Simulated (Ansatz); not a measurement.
C3H4O, SMILES `O=C1CC1`, charge 0, multiplicity 1.

(1) Give a relaxed structure at PBE0-D4/def2-TZVP (Ansatz). (An estimate is asked.)

Answers

(1) Ansatz gave: 
```xyz
8

O     0.0572   -0.7112    1.9950
C     0.0251   -0.3115    0.8739
C     0.6144   -0.3326   -0.4631
C    -0.6310    0.5392   -0.1166
H     1.5570    0.1794   -0.6263
H     0.4589   -1.2057   -1.0884
H    -0.4916    1.6137   -0.0563
H    -1.5899    0.2287   -0.5184
```
Point group C2v.
